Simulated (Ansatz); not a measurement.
# CH₅Al (triplet): from Hartree-Fock to the top rungs at distance Al1–H4 along a hydrogen transfer = 1.696 Å, cc-pVDZ

One table from this session's results is given with a row withheld; the runs are named, their logs left out.

The runs use Ansatz 0.2.0, Gaussian basis; cc-pVDZ, core rule «outside noble gas», up to 6 orbitals frozen.

To be run: UHF; CCSD(T) on ROHF; CCSD(T) on UHF; BCCD(T) on ROHF; CISD; CCSDT(Q) on ROHF; CCSDT(Q) on UHF; CASSCF and NEVPT2, 4 electrons in 4 orbitals.

10 further runs of the same task are left out: 1 for a mislabelled method, 7 that didn't finish, 2 set aside as unsound or not needed.

## The geometry

The geometry derives from fragments relaxed apart (PBE0/def2-TZVP) and kept rigid, so it is no stationary point. A hydrogen atom is moved between rigid fragments.

7 atoms, charge 0, spin multiplicity 3.

Atoms are counted from 1 here; the program's logs count them from 0.

Bond lengths: Al1–H2 1.586 Å, Al1–H3 1.586 Å, Al1–H4 1.696 Å, C5–H6 1.079 Å, C5–H7 1.079 Å. Angles: H2–Al1–H3 120.0°, H2–Al1–H4 120.0°, H3–Al1–H4 120.0°, H6–C5–H7 134.8°.

Set-up of the first run:

in.yaml reads:

```yaml
crystal:
  periodic: [false, false, false]
  atoms:
    - {symbol: Al, position_ang: [-1.119555, 0.000000, 0.000000]}
    - {symbol: H, position_ang: [-1.912478, 1.373384, 0.000000]}
    - {symbol: H, position_ang: [-1.912478, -1.373384, 0.000000]}
    - {symbol: H, position_ang: [0.576445, 0.000000, 0.000000]}
    - {symbol: C, position_ang: [2.327445, 0.000000, 0.000000]}
    - {symbol: H, position_ang: [2.741913, 0.000000, 0.996161]}
    - {symbol: H, position_ang: [2.741913, 0.000000, -0.996161]}
basis:
  gaussian: {orbitals: cc-pVDZ}
magnetization: {spin_polarized: true, initial_magnetization: 2}
hamiltonian: {xc: hf}
output: {orbitals: {seedname: orbitals}}
```

Launch:

```sh
$ ansatz run in.yaml --threads 1 --pin off --events-out ev --progress --plain --max-ram 2393MiB
```

Among the steps run: UHF; CCSD(T) on ROHF; CCSD(T) on UHF; BCCD(T) on ROHF; CISD; CCSDT(Q) on ROHF; CCSDT(Q) on UHF; CASSCF and NEVPT2, 4 electrons in 4 orbitals.

One table of the session follows, with a row left open; its other results are not shown here.

```
     method  from UCCSDT(Q) (meV)
       ROHF               +6457.9
        UHF               +6230.2
       RMP2               +1381.3
       UMP2               +1363.7
       CISD                +647.8
      RCCSD                +143.1
      UCCSD                +139.8
   RCCSD(T)                 +32.2
   UCCSD(T)                 +32.0
    BCCD(T)                 +31.8
     RCCSDT                  +5.5
     UCCSDT                  +4.6
  RCCSDT(Q)                  +0.9
  UCCSDT(Q)                     0
CASSCF pair               +5991.0
NEVPT2 pair                     ?
```

Estimate the missing values for NEVPT2 pair.

As computed: from UCCSDT(Q) (meV): +1345.8. In the column «from UCCSDT(Q) (meV)» it lies between CISD (+647.8) and UMP2 (+1363.7).

To keep in mind: Restricted and unrestricted rows rest on different reference determinants; where their highest levels disagree by more than a few hundredths of an eV, they describe different states and don't form one ladder.
